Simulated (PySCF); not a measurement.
Identify the unknown among the candidates.

All candidates are C3H6OS.

| technique | computed result |
| --- | --- |
| Valence photoelectron | vertical ionisation energy: 9.04 eV [ΔSCF wB97X-D/def2-SVPD] |
| 13C NMR | chemical shifts (computed TMS as zero) by class: 271.4 (1 C), 90.4 (1 C), 58.4 (1 C) ppm [GIAO PBE0/pcSseg-1] |
| Rotational structure | rotational constants A, B, C: 27.635, 1.473, 1.424 GHz [PBE0-D3(BJ)/def2-SVP] |
| Polarisability | 64.7 au [wB97X-D/def2-SVPD] |
| UV, first state | lowest singlet excitation: 2.44 eV (508 nm, f = 0.000) [TDDFT wB97X-D/def2-SVPD] |
| UV, strongest line | among the 10 lowest singlet transitions: S3 at 6.17 eV (201 nm, f = 0.198) [TDDFT wB97X-D/def2-SVPD] |
| 1H NMR | chemical shifts (computed TMS as zero) by class: 11.38 (1 H), 4.28 (2 H), 3.39 (3 H) ppm [GIAO PBE0/pcSseg-1] |

Gas-phase values; electronic properties from PySCF, density fitting. Levels stand in brackets. Geometry: PBE0-D3(BJ)/def2-SVP, one conformer, isolated molecule. NMR values are class means; diastereotopic atoms form classes of their own.

Task: Which candidate is it?
A. `CO[C@H]1CS1`
B. `COCC=S`
C. `O=S1CCC1`

Result: B. It is `COCC=S`. Numbering: `[CH3:1][O:2][CH2:3][CH:4]=[S:5]`. Its formula, C3H6OS, gives 1 degree of unsaturation: 0 rings and 1 π bond in the structure found. 3 carbons fall into 3 classes; from least to most shielded: thiocarbonyl carbon [C4] (271.4 ppm), sp3 carbon bound to oxygen [C3] (90.4 ppm), methoxy carbon [C1] (58.4 ppm). Hydrogen classes from least to most shielded: 1 H on a thiocarbonyl carbon, C4 (11.38 ppm), 2 H on an sp3 carbon bound to oxygen, C3 (4.28 ppm), 3 H on a methoxy carbon, C1 (3.39 ppm, a mean of values up to 0.6 ppm apart in this geometry). S1 is mainly HOMO→LUMO (weight 0.99); the largest Löwdin shares of the orbital it empties are 0.75 on the thiocarbonyl sulfur and 0.16 on the thiocarbonyl carbon, of the orbital it fills 0.43 on the thiocarbonyl carbon, 0.42 on the thiocarbonyl sulfur and 0.07 on the sp3 carbon bound to oxygen. By its constants the optimised geometry is an asymmetric top.

The others, at the same levels:
- `O=S1CCC1` fails: its computed lowest singlet excitation is 5.50 eV (226 nm, f = 0.024) (against 2.44 eV), strongest line among the 10 lowest singlet transitions is S7 at 7.43 eV (167 nm, f = 0.087) (against S3 at 6.17 eV) and static isotropic polarisability is 58.9 au (against 64.7 au).
- `CO[C@H]1CS1` fails: its computed 13C shifts are 75.8 (1 C), 59.0 (1 C), 28.6 (1 C) ppm, 1H shifts are 4.63 (1 H), 3.28 (3 H), 2.45 (1 H), 2.36 (1 H) ppm and lowest singlet excitation is 5.01 eV (248 nm, f = 0.000) (against 2.44 eV).

Each candidate is one conformer, not necessarily the lowest. The conformers computed, where there is a choice (atom-mapped SMILES and torsion angles):
- `[CH3:1][O:2][CH2:3][CH:4]=[S:5]`: C1–O2–C3–C4 -179°, O2–C3–C4–S5 -178°
- `[CH3:1][O:2][C@H:3]1[CH2:4][S:5]1`: C1–O2–C3–C4 -153°
